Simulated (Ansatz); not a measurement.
Ansatz (a program for electronic structure) input (PBE/def2-TZVP):

Ansatz 0.2 input:
```yaml
crystal:
  periodic: [false, false, false]
  atoms:
    - {symbol: C, position_ang: [1.28821393, 0.13704514, 0.01192045]}
    - {symbol: C, position_ang: [0.00466619, 0.47258385, 0.00111358]}
    - {symbol: H, position_ang: [1.60232982, -0.90099925, 0.01239769]}
    - {symbol: H, position_ang: [2.07098219, 0.88456380, 0.02066987]}
    - {symbol: H, position_ang: [-0.26121508, 1.52666987, 0.00110742]}
    - {symbol: C, position_ang: [-1.13838143, -0.49205935, -0.01137507]}
    - {symbol: H, position_ang: [-0.78875001, -1.52536103, -0.01056700]}
    - {symbol: H, position_ang: [-1.78307485, -0.34713453, 0.86039285]}
    - {symbol: H, position_ang: [-1.76726422, -0.34315674, -0.89395457]}
basis:
  gaussian:
    orbitals: def2-TZVP
hamiltonian:
  xc: {name: PBE}
relax: {f_tol: 0.003, max_steps: 100}
```

Output:

```
Functional definition: PBE
integrals: 0.03 GiB planned
804 factors; their error is unknown
mean field: 0.36 GiB planned
mean field evaluation 1: about -3192.9937 eV, gradient 7.0e1 eV
mean field evaluation 2: about -3176.7519 eV, gradient 1.0e2 eV
mean field evaluation 4: about -3204.4055 eV, gradient 1.4e1 eV
mean field evaluation 8: about -3204.8925 eV, gradient 1.7e-1 eV
mean field evaluation 16: about -3204.8600 eV, gradient 1.4e-4 eV
mean field -3204.86004842 eV, -117.7764344472 hartree, gradient 1.4e-5 eV, S^2 0.000000; 0 other end points of the search recorded, 0 dependent functions left out
the calculation of the forces begins
reference -3204.86008595 eV, -117.7764358265 hartree; 12, 12 occupied and 117, 117 virtual orbitals, 804 factors
relax step   1: F+E_penalty+E_count = -3204.86004842 eV  Δ(F+E_penalty+E_count) = +0.000e0 eV  max|allowed force component| = 3.910e-1 eV/Å  Δτ_max = 0.0000 Å  (29 SCF iters, accepted)
these checks for a lower state are left out or cut short: starts, cluster_reference, orbital_swaps, neighbouring_geometries, increment
integrals: 0.03 GiB planned
804 factors; their error is unknown
mean field: 0.36 GiB planned
mean field -3204.86924673 eV, -117.7767724791 hartree, gradient 1.2e-5 eV, S^2 0.000000; 0 other end points of the search recorded, 0 dependent functions left out
the calculation of the forces begins
reference -3204.86928441 eV, -117.7767738636 hartree; 12, 12 occupied and 117, 117 virtual orbitals, 804 factors
relax step   2: F+E_penalty+E_count = -3204.86924673 eV  Δ(F+E_penalty+E_count) = -9.198e-3 eV  max|allowed force component| = 9.736e-2 eV/Å  Δτ_max = 0.0107 Å  (32 SCF iters, accepted)
these checks for a lower state are left out or cut short: starts, cluster_reference, orbital_swaps, neighbouring_geometries, increment
integrals: 0.03 GiB planned
804 factors; their error is unknown
mean field: 0.36 GiB planned
mean field evaluation 32: about -3204.8700 eV, gradient 6.3e-3 eV
mean field -3204.87003192 eV, -117.7768013341 hartree, gradient 1.2e-5 eV, S^2 0.000000; 0 other end points of the search recorded, 0 dependent functions left out
the calculation of the forces begins
reference -3204.87006965 eV, -117.7768027208 hartree; 12, 12 occupied and 117, 117 virtual orbitals, 804 factors
relax step   3: F+E_penalty+E_count = -3204.87003192 eV  Δ(F+E_penalty+E_count) = -7.852e-4 eV  max|allowed force component| = 1.442e-2 eV/Å  Δτ_max = 0.0036 Å  (32 SCF iters, accepted)
these checks for a lower state are left out or cut short: starts, cluster_reference, orbital_swaps, neighbouring_geometries, increment
integrals: 0.03 GiB planned
804 factors; their error is unknown
mean field: 0.36 GiB planned
mean field -3204.87003732 eV, -117.7768015327 hartree, gradient 1.2e-5 eV, S^2 0.000000; 0 other end points of the search recorded, 0 dependent functions left out
the calculation of the forces begins
reference -3204.87007506 eV, -117.7768029195 hartree; 12, 12 occupied and 117, 117 virtual orbitals, 804 factors
relax step   4: F+E_penalty+E_count = -3204.87003732 eV  Δ(F+E_penalty+E_count) = -5.405e-6 eV  max|allowed force component| = 6.173e-3 eV/Å  Δτ_max = 0.0003 Å  (32 SCF iters, accepted)
these checks for a lower state are left out or cut short: starts, cluster_reference, orbital_swaps, neighbouring_geometries, increment
integrals: 0.03 GiB planned
804 factors; their error is unknown
mean field: 0.36 GiB planned
mean field -3204.87003874 eV, -117.7768015847 hartree, gradient 1.2e-5 eV, S^2 0.000000; 0 other end points of the search recorded, 0 dependent functions left out
the calculation of the forces begins
reference -3204.87007647 eV, -117.7768029715 hartree; 12, 12 occupied and 117, 117 virtual orbitals, 804 factors
relax step   5: F+E_penalty+E_count = -3204.87003874 eV  Δ(F+E_penalty+E_count) = -1.414e-6 eV  max|allowed force component| = 4.123e-4 eV/Å  Δτ_max = 0.0003 Å  (32 SCF iters, accepted)
integrals: 0.03 GiB planned
804 factors; their error is unknown
mean field: 0.36 GiB planned
mean field evaluation 64: about -3204.9012 eV, gradient 6.7e-1 eV
mean field -3204.87003874 eV, -117.7768015847 hartree, gradient 1.2e-5 eV, S^2 0.000000; 1 other end points of the search recorded, 0 dependent functions left out
the calculation of the forces begins
reference -3204.87007647 eV, -117.7768029715 hartree; 12, 12 occupied and 117, 117 virtual orbitals, 804 factors
Total energy: -3204.87007647 eV, -117.7768029715 hartree
Atom 0 at     1.295608     0.137143     0.011987 Å, force     0.000076     0.000017     0.000001 eV/Å
Atom 1 at     0.002676     0.472863     0.001096 Å, force    -0.000027    -0.000094    -0.000000 eV/Å
Atom 2 at     1.613082    -0.909099     0.012476 Å, force     0.000009     0.000112     0.000000 eV/Å
Atom 3 at     2.083207     0.892031     0.020797 Å, force    -0.000178     0.000022    -0.000002 eV/Å
Atom 4 at    -0.264805     1.536011     0.001096 Å, force     0.000264    -0.000038     0.000002 eV/Å
Atom 5 at    -1.141006    -0.492558    -0.011400 Å, force    -0.000412    -0.000185    -0.000004 eV/Å
Atom 6 at    -0.790818    -1.534362    -0.010606 Å, force     0.000018     0.000155     0.000001 eV/Å
Atom 7 at    -1.793170    -0.346939     0.865297 Å, force     0.000126     0.000006    -0.000081 eV/Å
Atom 8 at    -1.777269    -0.342938    -0.899039 Å, force     0.000125     0.000006     0.000084 eV/Å
Dipole moment:    -0.090044    -0.008679    -0.000831 e Å
```
